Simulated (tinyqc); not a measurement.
Worked calculation (part 1 of 2): MP2 on RHF in the sto-3g basis, for H2O, spin multiplicity 1. Computed by tinyqc, a small Python program that keeps every step (integrals from PySCF). Settings: charge = 0, multiplicity = 1, basis = sto-3g, method = RHF, energy threshold = 1e-10, iteration cap = 73, orthogonalisation = symmetric, start = core, DIIS depth = 6. Command: `OMP_NUM_THREADS=1 python tinyqc.py 20332 20333 out.jsonl` (the two numbers bound the seeds that draw the settings). One thread of a shared host (Intel(R) Xeon(R) Processor @ 2.60GHz), about 0.2 s of CPU time with the checks. Later iterations appear only in the table of the cycle.

## One-electron integrals

Geometry (angstrom):
```
atom       x        y       z
O     0.0000   0.0000  0.0000
H     0.0000   0.7990  0.5880
H     0.0000  -0.7990  0.5880
```

Basis sto-3g: exponents (1/bohr^2) and contraction coefficients of normalised primitives:
```
element  l (shell)  exponent  coefficient
O            s (1)  130.7093       0.1543
O            s (1)   23.8089       0.5353
O            s (1)    6.4436       0.4446
O            s (2)    5.0332      -0.1000
O            s (2)    1.1696       0.3995
O            s (2)    0.3804       0.7001
O            p (3)    5.0332       0.1559
O            p (3)    1.1696       0.6077
O            p (3)    0.3804       0.3920
H            s (1)    3.4253       0.1543
H            s (1)    0.6239       0.5353
H            s (1)    0.1689       0.4446
```

Overlap, kinetic and nuclear-attraction integrals over the contracted functions; the nuclear repulsion is the sum of Za Zb / Rab.

nuclear repulsion = 8.865915 hartree

overlap S, order 1O 1s, 1O 2s, 1O 2px, 1O 2py, 1O 2pz, 2H 1s, 3H 1s:
```
[[1.0000, 0.2367, 0.0000, 0.0000, 0.0000, 0.0497, 0.0497],
 [0.2367, 1.0000, 0.0000, 0.0000, 0.0000, 0.4522, 0.4522],
 [0.0000, 0.0000, 1.0000, 0.0000, 0.0000, 0.0000, 0.0000],
 [0.0000, 0.0000, 0.0000, 1.0000, 0.0000, 0.3069, -0.3069],
 [0.0000, 0.0000, 0.0000, 0.0000, 1.0000, 0.2259, 0.2259],
 [0.0497, 0.4522, 0.0000, 0.3069, 0.2259, 1.0000, 0.2227],
 [0.0497, 0.4522, 0.0000, -0.3069, 0.2259, 0.2227, 1.0000]]
```

kinetic energy T (hartree), order 1O 1s, 1O 2s, 1O 2px, 1O 2py, 1O 2pz, 2H 1s, 3H 1s:
```
[[29.0032, -0.1680, 0.0000, 0.0000, 0.0000, -0.0047, -0.0047],
 [-0.1680, 0.8081, 0.0000, 0.0000, 0.0000, 0.1125, 0.1125],
 [0.0000, 0.0000, 2.5287, 0.0000, 0.0000, 0.0000, 0.0000],
 [0.0000, 0.0000, 0.0000, 2.5287, 0.0000, 0.2079, -0.2079],
 [0.0000, 0.0000, 0.0000, 0.0000, 2.5287, 0.1530, 0.1530],
 [-0.0047, 0.1125, 0.0000, 0.2079, 0.1530, 0.7600, 0.0026],
 [-0.0047, 0.1125, 0.0000, -0.2079, 0.1530, 0.0026, 0.7600]]
```

nuclear attraction V (hartree), order 1O 1s, 1O 2s, 1O 2px, 1O 2py, 1O 2pz, 2H 1s, 3H 1s:
```
[[-61.6853, -7.4356, 0.0000, 0.0000, -0.0171, -1.6040, -1.6040],
 [-7.4356, -10.1074, 0.0000, 0.0000, -0.2039, -3.6321, -3.6321],
 [0.0000, 0.0000, -9.9573, 0.0000, 0.0000, 0.0000, 0.0000],
 [0.0000, 0.0000, 0.0000, -10.1068, 0.0000, -2.1883, 2.1883],
 [-0.0171, -0.2039, 0.0000, 0.0000, -10.0383, -1.6724, -1.6724],
 [-1.6040, -3.6321, 0.0000, -2.1883, -1.6724, -5.6890, -1.4051],
 [-1.6040, -3.6321, 0.0000, 2.1883, -1.6724, -1.4051, -5.6890]]
```

core Hamiltonian H = T + V (hartree), order 1O 1s, 1O 2s, 1O 2px, 1O 2py, 1O 2pz, 2H 1s, 3H 1s:
```
[[-32.6821, -7.6036, 0.0000, 0.0000, -0.0171, -1.6087, -1.6087],
 [-7.6036, -9.2993, 0.0000, 0.0000, -0.2039, -3.5196, -3.5196],
 [0.0000, 0.0000, -7.4286, 0.0000, 0.0000, 0.0000, 0.0000],
 [0.0000, 0.0000, 0.0000, -7.5781, 0.0000, -1.9804, 1.9804],
 [-0.0171, -0.2039, 0.0000, 0.0000, -7.5096, -1.5194, -1.5194],
 [-1.6087, -3.5196, 0.0000, -1.9804, -1.5194, -4.9289, -1.4026],
 [-1.6087, -3.5196, 0.0000, 1.9804, -1.5194, -1.4026, -4.9289]]
```

## Two-electron integrals

Functions are numbered as in S; the eight-fold symmetry (ij|kl) = (ji|kl) = (kl|ij) leaves the list below.

Two-electron integrals (ij|kl) in chemists' order, unique and non-zero (hartree):
```
(11|11) 4.7851      (21|11) 0.7414      (21|21) 0.1369      (22|11) 1.1189
(22|21) 0.2566      (22|22) 0.8172      (31|31) 0.0245      (32|31) 0.0378
(32|32) 0.1805      (33|11) 1.1158      (33|21) 0.2567      (33|22) 0.8170
(33|33) 0.8802      (41|41) 0.0245      (42|41) 0.0378      (42|42) 0.1805
(43|43) 0.0474      (44|11) 1.1158      (44|21) 0.2567      (44|22) 0.8170
(44|33) 0.7853      (44|44) 0.8802      (51|51) 0.0245      (52|51) 0.0378
(52|52) 0.1805      (53|53) 0.0474      (54|54) 0.0474      (55|11) 1.1158
(55|21) 0.2567      (55|22) 0.8170      (55|33) 0.7853      (55|44) 0.7853
(55|55) 0.8802      (61|11) 0.1580      (61|21) 0.0289      (61|22) 0.0539
(61|33) 0.0537      (61|41) 0.0011      (61|42) 0.0020      (61|44) 0.0540
(61|51) 0.0008      (61|52) 0.0015      (61|54) 1.52e-04    (61|55) 0.0539
(61|61) 0.0062      (62|11) 0.3799      (62|21) 0.0882      (62|22) 0.3105
(62|33) 0.3053      (62|41) 0.0053      (62|42) 0.0405      (62|44) 0.3153
(62|51) 0.0039      (62|52) 0.0298      (62|54) 0.0074      (62|55) 0.3107
(62|61) 0.0190      (62|62) 0.1454      (63|31) 0.0093      (63|32) 0.0538
(63|43) 0.0084      (63|53) 0.0062      (63|63) 0.0209      (64|11) 0.2189
(64|21) 0.0515      (64|22) 0.1935      (64|33) 0.1847      (64|41) 0.0120
(64|42) 0.0778      (64|44) 0.2076      (64|51) 0.0020      (64|52) 0.0176
(64|54) 0.0107      (64|55) 0.1880      (64|61) 0.0116      (64|62) 0.1101
(64|64) 0.1032      (65|11) 0.1611      (65|21) 0.0379      (65|22) 0.1424
(65|33) 0.1359      (65|41) 0.0020      (65|42) 0.0176      (65|44) 0.1404
(65|51) 0.0108      (65|52) 0.0668      (65|54) 0.0117      (65|55) 0.1508
(65|61) 0.0085      (65|62) 0.0810      (65|64) 0.0606      (65|65) 0.0655
(66|11) 0.5159      (66|21) 0.1217      (66|22) 0.4909      (66|33) 0.4710
(66|41) 0.0096      (66|42) 0.1005      (66|44) 0.5093      (66|51) 0.0071
(66|52) 0.0739      (66|54) 0.0282      (66|55) 0.4918      (66|61) 0.0264
(66|62) 0.2879      (66|64) 0.2488      (66|65) 0.1831      (66|66) 0.7746
(71|11) 0.1580      (71|21) 0.0289      (71|22) 0.0539      (71|33) 0.0537
(71|41) -0.0011     (71|42) -0.0020     (71|44) 0.0540      (71|51) 0.0008
(71|52) 0.0015      (71|54) -1.52e-04   (71|55) 0.0539      (71|61) 0.0061
(71|62) 0.0184      (71|64) 0.0102      (71|65) 0.0082      (71|66) 0.0253
(71|71) 0.0062      (72|11) 0.3799      (72|21) 0.0882      (72|22) 0.3105
(72|33) 0.3053      (72|41) -0.0053     (72|42) -0.0405     (72|44) 0.3153
(72|51) 0.0039      (72|52) 0.0298      (72|54) -0.0074     (72|55) 0.3107
(72|61) 0.0184      (72|62) 0.1174      (72|64) 0.0613      (72|65) 0.0636
(72|66) 0.1904      (72|71) 0.0190      (72|72) 0.1454      (73|31) 0.0093
(73|32) 0.0538      (73|43) -0.0084     (73|53) 0.0062      (73|63) 0.0163
(73|73) 0.0209      (74|11) -0.2189     (74|21) -0.0515     (74|22) -0.1935
(74|33) -0.1847     (74|41) 0.0120      (74|42) 0.0778      (74|44) -0.2076
(74|51) -0.0020     (74|52) -0.0176     (74|54) 0.0107      (74|55) -0.1880
(74|61) -0.0102     (74|62) -0.0613     (74|64) -0.0162     (74|65) -0.0324
(74|66) -0.0882     (74|71) -0.0116     (74|72) -0.1101     (74|74) 0.1032
(75|11) 0.1611      (75|21) 0.0379      (75|22) 0.1424      (75|33) 0.1359
(75|41) -0.0020     (75|42) -0.0176     (75|44) 0.1404      (75|51) 0.0108
(75|52) 0.0668      (75|54) -0.0117     (75|55) 0.1508      (75|61) 0.0082
(75|62) 0.0636      (75|64) 0.0324      (75|65) 0.0501      (75|66) 0.1128
(75|71) 0.0085      (75|72) 0.0810      (75|74) -0.0606     (75|75) 0.0655
(76|11) 0.1402      (76|21) 0.0328      (76|22) 0.1248      (76|33) 0.1220
(76|44) 0.1246      (76|51) 0.0023      (76|52) 0.0207      (76|55) 0.1277
(76|61) 0.0070      (76|62) 0.0574      (76|64) 0.0375      (76|65) 0.0359
(76|66) 0.1162      (76|71) 0.0070      (76|72) 0.0574      (76|74) -0.0375
(76|75) 0.0359      (76|76) 0.0276      (77|11) 0.5159      (77|21) 0.1217
(77|22) 0.4909      (77|33) 0.4710      (77|41) -0.0096     (77|42) -0.1005
(77|44) 0.5093      (77|51) 0.0071      (77|52) 0.0739      (77|54) -0.0282
(77|55) 0.4918      (77|61) 0.0253      (77|62) 0.1904      (77|64) 0.0882
(77|65) 0.1128      (77|66) 0.3264      (77|71) 0.0264      (77|72) 0.2879
(77|74) -0.2488     (77|75) 0.1831      (77|76) 0.1162      (77|77) 0.7746
```

## Orthogonalisation

S = U s U^T; symmetric (Loewdin) form X = U s^(-1/2) U^T, so that X^T S X = 1.

eigenvalues of S: [0.3655, 0.4405, 0.8880, 1.0000, 1.0917, 1.3368, 1.8775]

X, order 1O 1s, 1O 2s, 1O 2px, 1O 2py, 1O 2pz, 2H 1s, 3H 1s:
```
[[1.0241, -0.1418, 0.0000, 0.0000, -0.0093, 0.0214, 0.0214],
 [-0.1418, 1.2223, 0.0000, 0.0000, 0.0980, -0.2771, -0.2771],
 [0.0000, 0.0000, 1.0000, 0.0000, 0.0000, 0.0000, 0.0000],
 [0.0000, 0.0000, 0.0000, 1.1061, 0.0000, -0.2198, 0.2198],
 [-0.0093, 0.0980, 0.0000, 0.0000, 1.0479, -0.1360, -0.1360],
 [0.0214, -0.2771, 0.0000, -0.2198, -0.1360, 1.1867, -0.0788],
 [0.0214, -0.2771, 0.0000, 0.2198, -0.1360, -0.0788, 1.1867]]
```

## Starting guess

The start is the orbitals of the core Hamiltonian; D = 2 C_occ C_occ^T.

D at the start, order 1O 1s, 1O 2s, 1O 2px, 1O 2py, 1O 2pz, 2H 1s, 3H 1s:
```
[[2.1336, -0.5977, 0.0000, 0.0000, -0.0503, 0.0816, 0.0816],
 [-0.5977, 2.6679, 0.0000, 0.0000, 0.3058, -0.3602, -0.3602],
 [0.0000, 0.0000, 2.0000, 0.0000, 0.0000, 0.0000, 0.0000],
 [0.0000, 0.0000, 0.0000, 2.3623, 0.0000, -0.3675, 0.3675],
 [-0.0503, 0.3058, 0.0000, 0.0000, 2.1650, -0.2304, -0.2304],
 [0.0816, -0.3602, 0.0000, -0.3675, -0.2304, 0.1226, 0.0083],
 [0.0816, -0.3602, 0.0000, 0.3675, -0.2304, 0.0083, 0.1226]]
```

## Iteration 1: building the Fock matrix

J_ij = sum D_kl (ij|kl), K_ij = sum D_kl (ik|jl); F = H + J - 0.5 K; E = tr D H + tr D J / 2 - 0.25 tr D K + E_nn.

Coulomb J (hartree), order 1O 1s, 1O 2s, 1O 2px, 1O 2py, 1O 2pz, 2H 1s, 3H 1s:
```
[[18.7543, 3.5804, 0.0000, 0.0000, 0.0042, 0.7563, 0.7563],
 [3.5804, 8.8707, 0.0000, 0.0000, -0.0049, 3.2631, 3.2631],
 [0.0000, 0.0000, 8.8675, 0.0000, 0.0000, 0.0000, 0.0000],
 [0.0000, 0.0000, 0.0000, 8.8592, 0.0000, 1.9904, -1.9904],
 [0.0042, -0.0049, 0.0000, 0.0000, 8.8621, 1.4616, 1.4616],
 [0.7563, 3.2631, 0.0000, 1.9904, 1.4616, 4.9359, 1.2803],
 [0.7563, 3.2631, 0.0000, -1.9904, 1.4616, 1.2803, 4.9359]]
```

exchange K (hartree), order 1O 1s, 1O 2s, 1O 2px, 1O 2py, 1O 2pz, 2H 1s, 3H 1s:
```
[[9.8571, 1.7241, 0.0000, 0.0000, 0.0016, 0.3826, 0.3826],
 [1.7241, 2.8758, 0.0000, 0.0000, 0.0016, 0.9255, 0.9255],
 [0.0000, 0.0000, 2.3764, 0.0000, 0.0000, 0.0000, 0.0000],
 [0.0000, 0.0000, 0.0000, 2.3673, 0.0000, 0.4205, -0.4205],
 [0.0016, 0.0016, 0.0000, 0.0000, 2.3691, 0.3081, 0.3081],
 [0.3826, 0.9255, 0.0000, 0.4205, 0.3081, 0.4551, 0.2719],
 [0.3826, 0.9255, 0.0000, -0.4205, 0.3081, 0.2719, 0.4551]]
```

Fock matrix F (hartree), order 1O 1s, 1O 2s, 1O 2px, 1O 2py, 1O 2pz, 2H 1s, 3H 1s:
```
[[-18.8564, -4.8852, 0.0000, 0.0000, -0.0137, -1.0437, -1.0437],
 [-4.8852, -1.8665, 0.0000, 0.0000, -0.2096, -0.7193, -0.7193],
 [0.0000, 0.0000, 0.2507, 0.0000, 0.0000, 0.0000, 0.0000],
 [0.0000, 0.0000, 0.0000, 0.0974, 0.0000, -0.2003, 0.2003],
 [-0.0137, -0.2096, 0.0000, 0.0000, 0.1680, -0.2118, -0.2118],
 [-1.0437, -0.7193, 0.0000, -0.2003, -0.2118, -0.2206, -0.2583],
 [-1.0437, -0.7193, 0.0000, 0.2003, -0.2118, -0.2583, -0.2206]]
```

total energy of this density = -73.253797 hartree

## Iteration 1: diagonalisation and new density

Diagonalise F' = X^T F X, C = X C', fill 5 alpha and 5 beta electrons from the bottom; D = 2 C_occ C_occ^T. Each column has its largest component positive (the first on a tie).

F' = X^T F X (hartree):
```
[[-18.4779, -2.6403, 0.0000, 0.0000, -0.0234, -0.1598, -0.1598],
 [-2.6403, -0.7626, 0.0000, 0.0000, -0.0511, -0.3926, -0.3926],
 [0.0000, 0.0000, 0.2507, 0.0000, 0.0000, 0.0000, 0.0000],
 [0.0000, 0.0000, 0.0000, 0.3175, 0.0000, -0.3338, 0.3338],
 [-0.0234, -0.0511, 0.0000, 0.0000, 0.2671, -0.2261, -0.2261],
 [-0.1598, -0.3926, 0.0000, -0.3338, -0.2261, 0.2018, -0.0908],
 [-0.1598, -0.3926, 0.0000, 0.3338, -0.2261, -0.0908, 0.2018]]
```

orbital energies (hartree): [-18.8679, -0.7491, -0.1672, 0.1287, 0.2507, 0.6260, 0.7773]

coefficients C, order 1O 1s, 1O 2s, 1O 2px, 1O 2py, 1O 2pz, 2H 1s, 3H 1s:
```
[[0.9931, -0.2259, 0.0000, -0.1379, 0.0000, -0.1164, 0.0000],
 [0.0306, 0.7888, 0.0000, 0.6836, 0.0000, 0.7660, 0.0000],
 [0.0000, 0.0000, 0.0000, 0.0000, 1.0000, 0.0000, 0.0000],
 [0.0000, 0.0000, 0.5490, 0.0000, 0.0000, 0.0000, 1.0092],
 [0.0039, 0.1942, 0.0000, -0.6833, 0.0000, 0.8001, 0.0000],
 [-0.0066, 0.1856, 0.4877, -0.3491, 0.0000, -0.7437, -0.7818],
 [-0.0066, 0.1856, -0.4877, -0.3491, 0.0000, -0.7437, 0.7818]]
```

D after iteration 1, order 1O 1s, 1O 2s, 1O 2px, 1O 2py, 1O 2pz, 2H 1s, 3H 1s:
```
[[2.1126, -0.4841, 0.0000, 0.0000, 0.1084, -0.0007, -0.0007],
 [-0.4841, 2.1809, 0.0000, 0.0000, -0.6276, -0.1848, -0.1848],
 [0.0000, 0.0000, 2.0000, 0.0000, 0.0000, 0.0000, 0.0000],
 [0.0000, 0.0000, 0.0000, 0.6028, 0.0000, 0.5356, -0.5356],
 [0.1084, -0.6276, 0.0000, 0.0000, 1.0091, 0.5491, 0.5491],
 [-0.0007, -0.1848, 0.0000, 0.5356, 0.5491, 0.7886, -0.1630],
 [-0.0007, -0.1848, 0.0000, -0.5356, 0.5491, -0.1630, 0.7886]]
```

## Iteration 8 (converged): orbitals

converged F (hartree), order 1O 1s, 1O 2s, 1O 2px, 1O 2py, 1O 2pz, 2H 1s, 3H 1s:
```
[[-20.2334, -5.1623, 0.0000, 0.0000, -0.0283, -1.1009, -1.1009],
 [-5.1623, -2.4327, 0.0000, 0.0000, -0.1091, -0.9640, -0.9640],
 [0.0000, 0.0000, -0.3871, 0.0000, 0.0000, 0.0000, 0.0000],
 [0.0000, 0.0000, 0.0000, -0.2963, 0.0000, -0.3929, 0.3929],
 [-0.0283, -0.1091, 0.0000, 0.0000, -0.3281, -0.3465, -0.3465],
 [-1.1009, -0.9640, 0.0000, -0.3929, -0.3465, -0.5311, -0.3416],
 [-1.1009, -0.9640, 0.0000, 0.3929, -0.3465, -0.3416, -0.5311]]
```

As before.

F' = X^T F X (hartree):
```
[[-19.8547, -2.6940, 0.0000, 0.0000, -0.0549, -0.1600, -0.1600],
 [-2.6940, -1.2438, 0.0000, 0.0000, 0.1115, -0.4910, -0.4910],
 [0.0000, 0.0000, -0.3871, 0.0000, 0.0000, 0.0000, 0.0000],
 [0.0000, 0.0000, 0.0000, 0.0012, 0.0000, -0.4632, 0.4632],
 [-0.0549, 0.1115, 0.0000, 0.0000, -0.1868, -0.3180, -0.3180],
 [-0.1600, -0.4910, 0.0000, -0.4632, -0.3180, 0.0120, -0.0929],
 [-0.1600, -0.4910, 0.0000, 0.4632, -0.3180, -0.0929, 0.0120]]
```

orbital energies (hartree): [-20.2421, -1.2482, -0.6040, -0.4421, -0.3871, 0.5661, 0.7101]

coefficients C, order 1O 1s, 1O 2s, 1O 2px, 1O 2py, 1O 2pz, 2H 1s, 3H 1s:
```
[[0.9942, -0.2344, 0.0000, 0.0996, 0.0000, -0.1286, 0.0000],
 [0.0259, 0.8468, 0.0000, -0.5170, 0.0000, 0.8320, 0.0000],
 [0.0000, 0.0000, 0.0000, 0.0000, 1.0000, 0.0000, 0.0000],
 [0.0000, 0.0000, 0.6014, 0.0000, 0.0000, 0.0000, 0.9789],
 [0.0039, 0.1152, 0.0000, 0.7779, 0.0000, 0.7256, 0.0000],
 [-0.0056, 0.1565, 0.4459, 0.2884, 0.0000, -0.7758, -0.8064],
 [-0.0056, 0.1565, -0.4459, 0.2884, 0.0000, -0.7758, 0.8064]]
```

D after iteration 8, order 1O 1s, 1O 2s, 1O 2px, 1O 2py, 1O 2pz, 2H 1s, 3H 1s:
```
[[2.1066, -0.4484, 0.0000, 0.0000, 0.1087, -0.0271, -0.0271],
 [-0.4484, 1.9702, 0.0000, 0.0000, -0.6091, -0.0334, -0.0334],
 [0.0000, 0.0000, 2.0000, 0.0000, 0.0000, 0.0000, 0.0000],
 [0.0000, 0.0000, 0.0000, 0.7234, 0.0000, 0.5363, -0.5363],
 [0.1087, -0.6091, 0.0000, 0.0000, 1.2367, 0.4847, 0.4847],
 [-0.0271, -0.0334, 0.0000, 0.5363, 0.4847, 0.6131, -0.1822],
 [-0.0271, -0.0334, 0.0000, -0.5363, 0.4847, -0.1822, 0.6131]]
```

## Convergence

Stop when the energy changes by less than 1e-10 hartree and every element of the error matrix X^T (F D S - S D F) X is below 3e-06.

Course of the cycle:
```
iteration  E (hartree)     change  largest element of the error matrix
1           -73.253797          -                             6.65e-01
2           -74.937635  -1.68e+00                             1.20e-01
3           -74.962290  -2.47e-02                             2.88e-02
4           -74.963481  -1.19e-03                             4.01e-03
5           -74.963536  -5.54e-05                             1.07e-03
6           -74.963540  -3.79e-06                             1.03e-04
7           -74.963540  -2.87e-08                             2.08e-07
8           -74.963540     0.0000                             4.82e-09
```

PySCF RHF in the same basis = -74.963540 hartree

Converged in 8 iterations.

## Populations, bond orders and dipole

Mulliken: Z minus the diagonal of D S on the atom; Loewdin: the same with S^(1/2) D S^(1/2); Mayer order: 2 sum_s sum (D(s) S)_ij (D(s) S)_ji over the two atoms.

Charges (e):
```
atom  Mulliken  Loewdin
1O     -0.3398  -0.2386
2H      0.1699   0.1193
3H      0.1699   0.1193
```

Mayer bond orders:
```
pair   order
2-1   0.9574
3-1   0.9574
3-2   0.0137
```

dipole moment about the origin, x y z (debye): [0.0000, 0.0000, 1.6630]

## Integrals over molecular orbitals

(pq|rs) = sum C_ip C_jq C_kr C_ls (ij|kl), one index at a time.

one-electron integrals over orbitals h = C^T H C (hartree):
```
[[-32.6647, 0.5610, 0.0000, -0.2252, 0.0000, 0.2964, 0.0000],
 [0.5610, -7.6338, 0.0000, 0.4549, 0.0000, -1.3439, 0.0000],
 [0.0000, 0.0000, -6.2674, 0.0000, 0.0000, 0.0000, -1.7335],
 [-0.2252, 0.4549, 0.0000, -6.9116, 0.0000, -1.1238, 0.0000],
 [0.0000, 0.0000, 0.0000, 0.0000, -7.4286, 0.0000, 0.0000],
 [0.2964, -1.3439, 0.0000, -1.1238, 0.0000, -5.3020, 0.0000],
 [0.0000, 0.0000, -1.7335, 0.0000, 0.0000, 0.0000, -5.5950]]
```

Two-electron integrals over orbitals (pq|rs), unique and non-zero (hartree):
```
(11|11) 4.7450      (21|11) -0.4196     (21|21) 0.0589      (22|11) 1.0072
(22|21) -0.0136     (22|22) 0.7246      (31|31) 0.0107      (32|31) 0.0174
(32|32) 0.1416      (33|11) 0.7876      (33|21) -0.0044     (33|22) 0.6361
(33|33) 0.6220      (41|11) 0.1770      (41|21) -0.0221     (41|22) 0.0149
(41|33) 0.0061      (41|41) 0.0270      (42|11) -0.1320     (42|21) 0.0088
(42|22) -0.0031     (42|33) 0.0064      (42|41) 0.0193      (42|42) 0.1265
(43|31) -0.0030     (43|32) 0.0228      (43|43) 0.0484      (44|11) 0.9900
(44|21) -0.0130     (44|22) 0.6751      (44|33) 0.5905      (44|41) -0.0109
(44|42) -0.1037     (44|44) 0.7685      (51|51) 0.0260      (52|51) 0.0327
(52|52) 0.1459      (53|53) 0.0280      (54|51) -0.0129     (54|52) -0.0457
(54|54) 0.0540      (55|11) 1.1153      (55|21) -0.0118     (55|22) 0.7485
(55|33) 0.6209      (55|41) 0.0049      (55|42) -0.0709     (55|44) 0.7229
(55|55) 0.8802      (61|11) -0.2310     (61|21) 0.0347      (61|22) -0.0015
(61|33) 1.66e-04    (61|41) 1.91e-04    (61|42) 0.0203      (61|44) -0.0183
(61|55) -0.0061     (61|61) 0.0298      (62|11) 0.2996      (62|21) -0.0067
(62|22) 0.1399      (62|33) 0.0720      (62|41) 0.0185      (62|42) 0.0234
(62|44) 0.0844      (62|55) 0.1553      (62|61) 0.0071      (62|62) 0.0998
(63|31) 0.0029      (63|32) -0.0419     (63|43) -0.0313     (63|63) 0.0741
(64|11) 0.2283      (64|21) -0.0024     (64|22) 0.1019      (64|33) 0.0437
(64|41) 0.0025      (64|42) -0.0324     (64|44) 0.1235      (64|55) 0.1224
(64|61) -2.64e-04   (64|62) 0.0621      (64|64) 0.0731      (65|51) 0.0153
(65|52) 0.0580      (65|54) -1.31e-04   (65|65) 0.0376      (66|11) 0.7913
(66|21) -0.0071     (66|22) 0.6057      (66|33) 0.5647      (66|41) 0.0204
(66|42) 0.0571      (66|44) 0.5460      (66|55) 0.5835      (66|61) 0.0083
(66|62) 0.0939      (66|64) 0.0458      (66|66) 0.5912      (71|31) 0.0151
(71|32) 0.0229      (71|43) -0.0044     (71|63) 0.0035      (71|71) 0.0212
(72|31) 0.0141      (72|32) 0.0444      (72|43) -0.0325     (72|63) 0.0340
(72|71) 0.0188      (72|72) 0.0636      (73|11) 0.3652      (73|21) -0.0073
(73|22) 0.1458      (73|33) 0.0901      (73|41) -0.0006     (73|42) -0.0751
(73|44) 0.1584      (73|55) 0.1934      (73|61) -0.0066     (73|62) 0.0756
(73|64) 0.0821      (73|66) 0.0391      (73|73) 0.1532      (74|31) -0.0091
(74|32) -0.0754     (74|43) -0.0009     (74|63) 0.0473      (74|71) -0.0127
(74|72) -0.0172     (74|74) 0.0683      (75|53) 0.0238      (75|75) 0.0248
(76|31) 0.0089      (76|32) 0.0972      (76|43) 0.0512      (76|63) -0.0674
(76|71) 0.0120      (76|72) -0.0076     (76|74) -0.0582     (76|76) 0.1162
(77|11) 0.8664      (77|21) -0.0094     (77|22) 0.6211      (77|33) 0.6037
(77|41) 0.0040      (77|42) -0.0163     (77|44) 0.6037      (77|55) 0.6232
(77|61) -0.0050     (77|62) 0.0678      (77|64) 0.0443      (77|66) 0.5613
(77|73) 0.0966      (77|77) 0.6155
```
